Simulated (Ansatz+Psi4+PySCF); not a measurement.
```xyz
2

Li    0.0000    0.0000    0.4920
H     0.0000    0.0000   -1.4760
```

Basis set: cc-pVTZ on H; cc-pCVTZ on Li (spherical functions). All electrons are correlated. Charge 0, multiplicity 1.

Computed with Ansatz (development build ahead of 0.2.0) and Psi4 1.11; each method stands on the lowest determinant of its kind that the runs found. Restricted open shells among the atoms or ions are ROHF, correlated in semicanonical orbitals with singles.

**Question.** Give the vertical ionization energy (product with multiplicity 2 at the same shape, open shells in the same class of orbitals) of singlet LiH by RHF-CCSD(T), RHF-CCSD, RHF-MP2, RHF.

**Answer.**

```csv
method,ionization energy
RHF-CCSD(T),7.44 eV
RHF-CCSD,7.43 eV
RHF-MP2,7.18 eV
RHF,6.42 eV
```
